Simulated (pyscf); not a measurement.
A first-order saddle from PySCF, ωB97X-D3(BJ)/def2-SVP:

```xyz
7

O      0.7184     1.6406     0.3105
P      0.3715     0.7813    -0.8516
H     -1.0849     0.3286    -0.8848
P     -1.0425    -1.3440    -0.0572
H      0.6159    -0.7077    -0.6274
H     -0.1848    -1.6530     1.0387
H     -1.9251    -0.5932     0.7732
```

Surface: singlet, charge 0. Lowest wavenumbers (cm⁻¹): 901i, 145, 249, 347, 531.

### Question
Name the species on either side of this saddle.

### Answer
O=PH (SMILES O=P) + PH₃ (SMILES P) <-> O=PH (SMILES O=P) + PH₃ (SMILES P), a four-centre exchange read from left to right: H–P, H–P broken and H–P, H–P formed. At CCSD(T)/def2-TZVPP + ΔMP2(QZVPP) it lies +1.00 eV from the left side and +1.00 eV from the right (each side as separated species at their lowest minima found). The same reactants have a lower exit, to HO–PH–PH₂ (barrier +0.72 eV at ωB97M-D3(BJ)/def2-TZVP, against +1.01 eV here). This is the saddle that the search found; another between the same sides may lie lower. The CCSD(T) − MP2 part came from Ansatz, without density fitting, on the same reference.
